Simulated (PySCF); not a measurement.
MgP⁺: from constants to spectrum

ROHF-CCSD(T) constants of MgP⁺, ³Σ⁻ (triplet), unpaired electrons π ↑↑ (basis Mg pcseg-1, P pcseg-1; no relativity; PySCF 2.14; masses 23.9850 and 30.9738 u):

- ωe: 276.1 cm⁻¹
- ωexe: 2.32 cm⁻¹
- Be: 0.18532 cm⁻¹
- αe: 0.00189 cm⁻¹
- D (centrifugal): 3.34e-07 cm⁻¹
- De to Mg⁺ + P: 0.83 eV

(1) Give the vibrational terms G(v) and spacings up to v = 6.

(2) How well does the Morse estimate ωe²/(4ωexe) reproduce De, and what is D0?

Correlated steps freeze 6 core orbitals. Correlated levels converge slowly with the basis: in double zeta they bind strong bonds too weakly, by up to about 1 eV, and carry superposition errors of some tenths. For an ion De counts to the pair picked by the measured ionisation energies or electron affinities, which need not be the lowest pair at this level. The CCSD T1 diagnostic is raised, a sign that a single reference may not be enough here. The state is the lowest determinant that a PBE0 search found; another state may lie lower at other levels.

Answers

(1) G(v) = ωe(v+½) − ωexe(v+½)².

```
v  G(v) (cm⁻¹)  G(v) − G(v−1)  Bv (cm⁻¹)
0        137.5                    0.1844
1        408.9          271.5     0.1825
2        675.8          266.8     0.1806
3        937.9          262.2     0.1787
4       1195.5          257.5     0.1768
5       1448.4          252.9     0.1749
6       1696.6          248.3     0.1730
```

(2) It gives 1.02 eV, 123 % of the computed De. D0 = De − G(0) = 0.83 − 0.02 = 0.81 eV.
